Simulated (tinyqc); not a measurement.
Hueckel theory of the pi electrons with the omega technique, for the molecule c1ccsc1 (SMILES; centres numbered as the heavy atoms are written), step by step. Computed by tinyqc, a small Python program that keeps every step. Settings: charge = 0, omega = 1.4, damping = 0. Command: `OMP_NUM_THREADS=1 python tinyqc.py 26463 26464 out.jsonl` (the two numbers bound the seeds that draw the settings). One thread of a shared host (Intel(R) Xeon(R) Processor @ 2.60GHz), about 0.01 s of CPU time with the checks.

Centres:

| centre | z_r, pi electrons of the neutral centre | h |
|---|---|---|
| 1C | 1 | 0.000000 |
| 2C | 1 | 0.000000 |
| 3C | 1 | 0.000000 |
| 4S | 2 | 1.000000 |
| 5C | 1 | 0.000000 |

Bonds:

| i | j | k |
|---|---|---|
| 1 | 2 | 1 |
| 2 | 3 | 1 |
| 3 | 4 | 0.650000 |
| 4 | 5 | 0.650000 |
| 5 | 1 | 1 |

Each round sets h_r = h_r(0) + omega (z_r - P_rr), keeping the share named as damping of the old diagonal; repeat until output and input diagonals agree to 1e-6.

Rounds:

| round | sum n x | largest \|h(out) - h(in)\| |
|---|---|---|
| 1 | 7.130891 | 4.20e-01 |
| 2 | 7.418054 | 1.33e-01 |
| 3 | 7.322237 | 3.54e-02 |
| 4 | 7.346494 | 1.80e-02 |
| 5 | 7.340429 | 1.35e-02 |
| 6 | 7.341366 | 1.09e-02 |
| 7 | 7.341704 | 9.05e-03 |
| 8 | 7.341083 | 7.60e-03 |
| 9 | 7.341680 | 6.36e-03 |
| 10 | 7.341147 | 5.32e-03 |
| 11 | 7.341594 | 4.45e-03 |
| 12 | 7.341214 | 3.72e-03 |
| 13 | 7.341529 | 3.11e-03 |
| 14 | 7.341263 | 2.60e-03 |
| 15 | 7.341484 | 2.17e-03 |
| 16 | 7.341299 | 1.82e-03 |
| 17 | 7.341453 | 1.52e-03 |
| 18 | 7.341323 | 1.27e-03 |
| 19 | 7.341432 | 1.06e-03 |
| 20 | 7.341341 | 8.89e-04 |
| 21 | 7.341417 | 7.43e-04 |
| 22 | 7.341353 | 6.22e-04 |
| 23 | 7.341406 | 5.20e-04 |
| 24 | 7.341362 | 4.35e-04 |
| 25 | 7.341399 | 3.63e-04 |
| 26 | 7.341368 | 3.04e-04 |
| 27 | 7.341394 | 2.54e-04 |
| 28 | 7.341372 | 2.12e-04 |
| 29 | 7.341390 | 1.78e-04 |
| 30 | 7.341375 | 1.49e-04 |
| 31 | 7.341388 | 1.24e-04 |
| 32 | 7.341377 | 1.04e-04 |
| 33 | 7.341386 | 8.68e-05 |
| 34 | 7.341379 | 7.26e-05 |
| 35 | 7.341385 | 6.07e-05 |
| 36 | 7.341380 | 5.08e-05 |
| 37 | 7.341384 | 4.24e-05 |
| 38 | 7.341380 | 3.55e-05 |
| 39 | 7.341383 | 2.97e-05 |
| 40 | 7.341381 | 2.48e-05 |

Can the last value be used, and what does the course show?

Not by the stop rule, although the second column moves by less than 1e-05 over the last three steps. Not converged within 40 rounds: the residual falls steadily but slowly, by a factor of about 0.84 a step. Reruns: damping 0.5: converged in 14; damping 0.8: not converged.
